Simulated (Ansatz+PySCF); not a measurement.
**singlet C₂: levels of theory in one basis**

```tsv
atom	x (Å)	y (Å)	z (Å)
C	0.0000	0.0000	-0.8793
C	0.0000	0.0000	0.8793
```

Basis set: 6-31G (spherical functions). Left uncorrelated: 2 orbitals. Charge 0, multiplicity 1.

Computed with Ansatz (development build ahead of 0.2.0) and PySCF 2.14.0; each method stands on the lowest determinant of its kind that the runs found.

```json
{"method": "RHF", "E − E(RHF) (eV)": "0.00", "<S²> of the determinant": "–"}
{"method": "UHF", "E − E(RHF) (eV)": "-2.00", "<S²> of the determinant": "1.89"}
{"method": "UHF-MP2", "E − E(RHF) (eV)": "-4.16", "<S²> of the determinant": "1.89"}
{"method": "RHF-CCSD", "E − E(RHF) (eV)": "-5.29", "<S²> of the determinant": "–"}
{"method": "UHF-CCSD", "E − E(RHF) (eV)": "-5.72", "<S²> of the determinant": "1.89"}
{"method": "RHF-CCSD(T)", "E − E(RHF) (eV)": "-5.53", "<S²> of the determinant": "–"}
{"method": "UHF-CCSD(T)", "E − E(RHF) (eV)": "-6.03", "<S²> of the determinant": "1.89"}
{"method": "full CI (lowest root of this spin)", "E − E(RHF) (eV)": "-5.76", "<S²> of the determinant": "–"}
```

(1) What does RHF-MP2 give on the same scale?

(2) Is a single determinant a sound starting point here?

## Answers

(1) -4.55 eV.

Unrestricted totals that lie under full CI have fallen onto a higher spin multiplicity. At such a shape the full CI root can have another spatial symmetry than the determinants, so the rows needn't describe one state.

(2) It is doubtful. Unrestricted orbitals lower Hartree–Fock by 2.00 eV and <S²> is 1.89 where a pure state has 0.00, a sign of strong static correlation.

Caution for RHF, RHF-MP2, RHF-CCSD, RHF-CCSD(T): an unrestricted determinant lies well below. Caution for UHF, UHF-MP2, UHF-CCSD, UHF-CCSD(T): the unrestricted determinant is a mixture of spin states; the determinant may break the point group. Caution for RHF-MP2, UHF-MP2, RHF-CCSD, UHF-CCSD, RHF-CCSD(T), UHF-CCSD(T): large amplitudes, a single reference is doubtful. Caution for UHF-MP2, RHF-CCSD(T): another reference gives a lower total. Caution for RHF-CCSD, RHF-CCSD(T): the amplitudes may be one of several solutions. Caution for UHF-CCSD, UHF-CCSD(T): the program doubts this total.
